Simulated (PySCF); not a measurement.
# Functional dependence of a UV spectrum

Compound: formyl fluoride, CHFO.
Z-matrix (Å and degrees, PBE0-D3(BJ)/def2-SVP geometry), rows numbered from 1:
```
O 
C   1  1.1773
F   2  1.3285  1  123.20
H   2  1.1081  1  127.21  3   179.94
```

Linear-response calculations in the def2-SVPD basis (PySCF; singlets by full response, triplets Tamm–Dancoff, core orbitals frozen in the response; HF means time-dependent Hartree–Fock). 'Strongest' is the level of largest summed f among the singlets computed (10 roots, of which the last may lack a degenerate partner); it can jump between rows when another state enters that window. S1 is the lowest singlet of each run and needn't be the same state throughout; f(S1) is that of one state. Isolated species at its PBE0-D3(BJ)/def2-SVP geometry, gas phase.

```csv
functional,kind,S1 (eV),f(S1),strongest (eV),T1 (eV),HOMO (eV),gap (eV),"ionisation energy, ΔSCF (eV)"
PBE0,"global hybrid, 25% exact exchange",6.00,0.002,9.48,5.31,-9.64,8.56,12.58
BHandHLYP,"global hybrid, 50% exact exchange",6.11,0.002,10.78,5.49,-11.35,11.52,12.49
CAM-B3LYP,range-separated hybrid,5.96,0.002,9.48,5.33,-11.17,11.29,12.73
wB97X-D,range-separated hybrid,6.02,0.002,9.65,5.44,-11.59,12.48,12.65
LC-wPBE,range-separated hybrid,5.97,0.002,10.66,5.30,-12.47,13.99,12.76
```

S1 runs from 5.96 eV (CAM-B3LYP) to 6.11 eV (BHandHLYP), a spread of 0.16 eV, while the orbital gap spreads over 5.4 eV. −ε(HOMO) comes closest to its own ΔSCF ionisation energy with LC-wPBE (-0.28 eV) and misses most with PBE0 (-2.94 eV). The lowest triplet of a reference set is 3A''(n→π*) at 5.63 eV (computed, theoretical best estimate (aug-cc-pVTZ, frozen core, CC3 geometry), gas; Veril, Scemama, Caffarel, Lipparini, Boggio-Pasqua, Jacquemin, Loos, WIREs Comput. Mol. Sci. 2021, 11, e1517 (QUESTDB)). The lowest computed triplet differs from it by BHandHLYP -0.14, wB97X-D -0.19, CAM-B3LYP -0.30, PBE0 -0.32, LC-wPBE -0.33 eV; geometry and basis of the reference needn't be the same.
